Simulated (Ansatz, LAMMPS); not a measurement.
# Ladder of methods for the bulk modulus of cubic perovskite KTaO₃

Reference value: 220 GPa (measured, temperature not stated, not corrected to a static lattice; as tabulated in Tinte et al. (1998), arXiv:cond-mat/9809379).

Q: What do ionic model exner1995, PBE, PBE-D3(BJ), HSE06, Hartree–Fock give, and how far is each from the reference?

A: 
```
level (code)                                 value (GPa)  cell (Å³/atom)  difference (%)
-------------------------------------------  -----------  --------------  --------------
ionic model exner1995 (shell model, LAMMPS)          222           12.29            +0.9
PBE (Ansatz)                                         188           13.04           -14.5
PBE-D3(BJ) (Ansatz)                                  195           12.84           -11.4
HSE06 (Ansatz)                                       212           12.67            -3.6
Hartree–Fock (Ansatz)                                233           12.72            +5.9
```

The reference's temperature isn't stated, so close values are not ranked against it.

The reference isn't brought to a static lattice, while the calculations are for one, so the differences are not the levels' errors alone. A static lattice is as a rule stiffer than a warm one, by over a tenth in soft solids.  Density-functional levels without +SOC have no spin–orbit coupling. Each level is taken at its own relaxed cell. Cutoffs and k meshes differ between the levels. Ansatz's density-functional and Hartree–Fock values are scalar-relativistic unless marked +SOC, with PAW data made under PBE.

Empirical potentials (ionic model exner1995) are fitted to chosen data: where that held the value shown, agreement is built in, and what lay outside the fit can be far off.

Differences are worked out from the printed values.

Ansatz is a first-principles code.
